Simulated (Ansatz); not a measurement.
Relaxation of BFH₆Si (9 atoms, charge 0, multiplicity 1), to a largest force component of 0.03 eV/Å in at most 50 steps.

The calculation used Ansatz 0.2.0, RKS B3LYP-D4/def2-SVP.

```xyz
9
Properties=species:S:1:pos:R:3:forces:R:3
B -0.012 0.408 0.023 0.01 0.04 -0.24
F 0.013 1.027 1.192 -0.02 0.57 0.17
H 1.036 0.238 -0.554 0.01 -0.06 0.03
H -1.083 0.172 -0.480 -0.04 0.00 0.02
Si 0.105 -2.574 1.046 -0.01 -0.50 0.07
H -0.693 -3.016 -0.131 -0.01 0.07 0.02
H 1.528 -2.962 0.859 0.04 -0.02 0.02
H -0.446 -3.170 2.300 0.03 -0.02 -0.07
H 0.036 -1.109 1.203 -0.02 -0.08 -0.02
```

Problem. Where does it end, and by what steps?

Solution. The forces met the threshold. The force dipped under the threshold on the way, but the program's further checks kept it going. After 26 steps the energy has fallen by 0.144 eV; F2 moved furthest, 0.63 Å.

```csv
step,energy less start (eV),largest force component (eV/Å),accepted
0,0.0000,0.573,yes
1,-0.0733,0.601,yes
2,-0.0142,1.211,no
3,-0.1036,0.251,yes
4,-0.1175,0.140,yes
5,-0.1293,0.309,yes
6,-0.1354,0.064,yes
7,-0.1365,0.060,yes
8,-0.1359,0.178,no
9,-0.1348,0.243,no
10,-0.1373,0.022,yes
11,-0.1382,0.083,yes
12,-0.1341,0.292,no
13,-0.1390,0.055,yes
14,-0.1403,0.044,yes
15,-0.1406,0.122,yes
16,-0.1408,0.046,yes
17,-0.1415,0.020,yes
18,-0.1420,0.078,yes
19,-0.1168,0.524,no
20,-0.1422,0.065,yes
21,-0.1428,0.005,yes
22,-0.1431,0.064,yes
23,-0.1433,0.053,yes
24,-0.1434,0.032,yes
25,-0.1434,0.036,yes
26,-0.1435,0.027,yes
```

```xyz
9
Properties=species:S:1:pos:R:3
B -0.033 0.578 -0.082
F 0.245 1.493 0.829
H 0.894 0.001 -0.601
H -1.192 0.391 -0.367
Si 0.116 -2.697 1.133
H -0.556 -2.885 -0.183
H 1.589 -2.862 0.979
H -0.408 -3.684 2.116
H -0.172 -1.318 1.633
```

The run took 110 s on 1 thread of Arm Neoverse N1, with other jobs on the host, peak memory 0.14 GiB.
